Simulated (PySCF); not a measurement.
# Accurate constants of LiH, step by step

The task here is to estimate one member of a computed series from the others.

The runs use PySCF 2.14.0; CCSD(T) on RHF, no relativity in the base curves; scalar relativity is added as a correction.

2 further runs of the same task are left out: 2 set aside as unsound or not needed.

The first run:

```yaml
molecule: LiH
state: singlet, unpaired electrons none
smaller_basis: Li aug-cc-pVTZ, H aug-cc-pVTZ
larger_basis: Li aug-cc-pVQZ, H aug-cc-pVQZ
frozen_core_orbitals: 1
extrapolation: correlation as n⁻³ (n = 3, 4), Hartree–Fock as (n+1)·exp(−9√n)
corrections: core–valence correlation, scalar relativity
distances_Å: 1.4132, 1.4775, 1.5417, 1.6060, 1.6702, 1.7505, 1.8308
masses_u: 7.0160, 1.0078
dissociation_limit: Li + H
```

On the command line:

```bash
> OMP_NUM_THREADS=4 python comp.py task.json out
```

One of the session's tables, all rows but one given; the rest of the session is left out.

Parts of the energy along the bond, in eV from Li + H:

```
 R (Å)  HF/CBS  CCSD corr.  core–valence  relativity
1.4132  -1.332      -1.019       -0.0191      0.0011
1.4775  -1.423      -1.017       -0.0141      0.0011
1.5417       ?           ?             ?           ?
1.6060  -1.486      -1.017       -0.0065      0.0013
1.6702  -1.473      -1.018       -0.0035      0.0015
1.7505  -1.426      -1.022       -0.0004      0.0019
1.8308  -1.354      -1.027        0.0023      0.0023
```

Estimate the missing values for R (Å) = 1.5417.

Worked estimate for «HF/CBS». A straight line through the neighbours (1.4775, -1.423) and (1.6060, -1.486) gives -1.423 + (-1.486 + 1.423) × (1.5417 − 1.4775) / (1.6060 − 1.4775) = -1.454; a parabola fitted to 4 rows on both sides gives -1.472.

**Answer.** HF/CBS: -1.471; CCSD corr.: -1.016; core–valence: -0.0100; relativity: 0.0012. In «HF/CBS» the line misses by +0.017 and the parabola by -0.001.
